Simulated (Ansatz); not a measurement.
Bond stretch in SMILES S=C=O. The C2–S3 bond (C2 also carries O; S3 carries nothing else) is varied alone, starting from the PBE0/def2-TZVP optimised geometry.

Method: unrestricted PBE/cc-pVDZ in Ansatz (an electronic-structure program).

The batch members p0 to p7 hold the bond at 1.17, 1.25, 1.32, 1.41, 1.47, 1.51, 1.56, 1.59 Å.

Ansatz input:

Ansatz 0.2 input:
```yaml
# input.yaml
basis:
  gaussian: { orbitals: cc-pvdz }
hamiltonian:
  xc: pbe
batch:
  members: [p0.yaml, p1.yaml, p2.yaml, p3.yaml, p4.yaml, p5.yaml, p6.yaml, p7.yaml]

# p4.yaml, one of the 8 members of this batch
crystal:
  periodic: [false, false, false]
  atoms:
    - { symbol: O, position_ang: [0.00000852, -0.00001712, -1.15236025] }
    - { symbol: C, position_ang: [0.0, 0.0, 0.0] }
    - { symbol: S, position_ang: [0.0, 0.0, 1.47] }
total_charge: 0
magnetization:
  spin_polarized: true
```

Lines of the output on each member:

```
Member 0: Total energy: -13902.96163834 eV, -510.9244164431 hartree
Member 1: Total energy: -13907.15689639 eV, -511.0785893328 hartree
Member 2: Total energy: -13909.49840770 eV, -511.1646382864 hartree
Member 3: Total energy: -13911.25146419 eV, -511.2290619241 hartree
Member 4: Total energy: -13911.86801094 eV, -511.2517195993 hartree
Member 5: Total energy: -13912.10105431 eV, -511.2602837851 hartree
Member 6: Total energy: -13912.23797896 eV, -511.2653156731 hartree
Member 7: Total energy: -13912.25386571 eV, -511.2658995004 hartree
```

The unrestricted solution behind UKS-PBE changes between 2.34 and 2.57 Å, which can leave a kink. The unrestricted determinant behind UKS-PBE is spin-contaminated at 2.34 to 5.40 Å (<S²> up to 1.0, against 0.00 for a pure singlet).
